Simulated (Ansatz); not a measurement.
Geometry optimisation, RKS B3LYP/def2-TZVP in Ansatz 0.2.0.

Input:

```yaml
crystal:
  periodic: [false, false, false]
  atoms:
    - { symbol: Si, position_ang: [-0.403955, -0.669894, -0.98777] }
    - { symbol: Cl, position_ang: [1.563183, -1.146175, -0.369885] }
    - { symbol: H, position_ang: [-0.668302, -1.540927, -2.152789] }
    - { symbol: H, position_ang: [-0.440599, 0.743651, -1.394544] }
    - { symbol: H, position_ang: [-1.335639, -0.980039, 0.106394] }
    - { symbol: H, position_ang: [0.983199, 0.644552, 1.46646] }
    - { symbol: O, position_ang: [0.093198, 1.015069, 1.534889] }
    - { symbol: H, position_ang: [0.208915, 1.933862, 1.797045] }
basis:
  gaussian: { orbitals: def2-TZVP }
hamiltonian:
  xc: b3lyp
relax:
  f_tol: 0.03
  max_steps: 50
```

Command:

```bash
$ ansatz run input.yaml --threads 4 --pin off --max-ram 5120MiB --backend cpu --events-out ev --progress --plain --runs-dir out
```

**Question.** Where does it end, and by what steps?

**Answer.** The forces met the threshold. The force dipped under the threshold on the way, but the program's further checks kept it going. After 11 steps the energy has fallen by 0.022 eV; O7 moved furthest, 0.26 Å.

```json
{"step": "0", "energy less start (eV)": "0.0000", "largest force component (eV/Å)": "0.401", "accepted": "yes"}
{"step": "1", "energy less start (eV)": "0.0000", "largest force component (eV/Å)": "1.083", "accepted": "no"}
{"step": "2", "energy less start (eV)": "-0.0130", "largest force component (eV/Å)": "0.251", "accepted": "yes"}
{"step": "3", "energy less start (eV)": "-0.0187", "largest force component (eV/Å)": "0.176", "accepted": "yes"}
{"step": "4", "energy less start (eV)": "-0.0203", "largest force component (eV/Å)": "0.038", "accepted": "yes"}
{"step": "5", "energy less start (eV)": "-0.0189", "largest force component (eV/Å)": "0.311", "accepted": "no"}
{"step": "6", "energy less start (eV)": "-0.0213", "largest force component (eV/Å)": "0.024", "accepted": "yes"}
{"step": "7", "energy less start (eV)": "-0.0197", "largest force component (eV/Å)": "0.369", "accepted": "no"}
{"step": "8", "energy less start (eV)": "-0.0218", "largest force component (eV/Å)": "0.099", "accepted": "yes"}
{"step": "9", "energy less start (eV)": "-0.0221", "largest force component (eV/Å)": "0.059", "accepted": "yes"}
{"step": "10", "energy less start (eV)": "-0.0222", "largest force component (eV/Å)": "0.031", "accepted": "yes"}
{"step": "11", "energy less start (eV)": "-0.0223", "largest force component (eV/Å)": "0.003", "accepted": "yes"}
```

```xyz
8
Properties=species:S:1:pos:R:3
Si -0.419 -0.722 -1.051
Cl 1.524 -1.083 -0.394
H -0.626 -1.566 -2.245
H -0.533 0.703 -1.408
H -1.356 -1.098 0.020
H 0.890 0.591 1.605
O 0.109 1.132 1.772
H 0.410 2.043 1.700
```

The run took 26 s on 4 threads of Arm Neoverse N1 (shared host), peak memory 0.24 GiB.
